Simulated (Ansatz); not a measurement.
Harmonic vibrations of BN₂ by finite differences.

```yaml
crystal:
  periodic: [false, false, false]
  atoms:
    - {symbol: B, position_ang: [0.266442, -0.725913, 0.325483]}
    - {symbol: N, position_ang: [-0.745407, 0.146927, -0.143410]}
    - {symbol: N, position_ang: [0.478965, 0.578986, -0.182074]}
basis:
  gaussian: {orbitals: def2-TZVP}
magnetization: {spin_polarized: true, initial_magnetization: 1}
hamiltonian: {xc: r2scan, dispersion: d4}
scf: {omitted_lower_state_checks: [starts]}
phonons: {temperatures: {t_min: 298.15, t_max: 900, t_step: 200}}
```

```sh
$ ansatz run in.yaml --threads 4 --pin off --events-out ev --progress --plain --max-ram 3916MiB
```

Shortened log:

```
Functional definition: r2SCAN
mean field -3651.15973051 eV, -134.1776452513 hartree, gradient 4.4e-5 eV, S^2 0.756872; 0 other end points of the search recorded, 0 dependent functions left out
mean field -3651.15965267 eV, -134.1776423907 hartree, gradient 7.3e-6 eV, S^2 0.756905; 0 other end points of the search recorded, 0 dependent functions left out
mean field -3651.15966761 eV, -134.1776429397 hartree, gradient 7.3e-6 eV, S^2 0.756839; 0 other end points of the search recorded, 0 dependent functions left out
mean field -3651.15965998 eV, -134.1776426595 hartree, gradient 7.1e-6 eV, S^2 0.756905; 0 other end points of the search recorded, 0 dependent functions left out
mean field -3651.15966502 eV, -134.1776428445 hartree, gradient 7.0e-6 eV, S^2 0.756839; 0 other end points of the search recorded, 0 dependent functions left out
mean field -3651.15964632 eV, -134.1776421575 hartree, gradient 7.3e-6 eV, S^2 0.756878; 0 other end points of the search recorded, 0 dependent functions left out
mean field -3651.15962831 eV, -134.1776414955 hartree, gradient 7.2e-6 eV, S^2 0.756865; 0 other end points of the search recorded, 0 dependent functions left out
Total energy: -3651.16790781 eV, -134.1779457616 hartree
Atom 0 at     0.266442    -0.725913     0.325483 Å, force    -0.001672     0.004555    -0.002043 eV/Å
Atom 1 at    -0.745407     0.146927    -0.143410 Å, force     0.005128    -0.000763     0.000886 eV/Å
Atom 2 at     0.478965     0.578986    -0.182074 Å, force    -0.003456    -0.003792     0.001157 eV/Å
Dipole moment:     0.096425    -0.262709     0.117793 e Å
Vibrations: 1113.18 1127.00 1533.18 cm⁻¹, zero-point energy 0.233918 eV
Checks for a lower state left out: starts
```

It took 4.6 s on 4 threads of Arm Neoverse V2 on a shared host.

The structure comes from a short search, and lower isomers may exist.
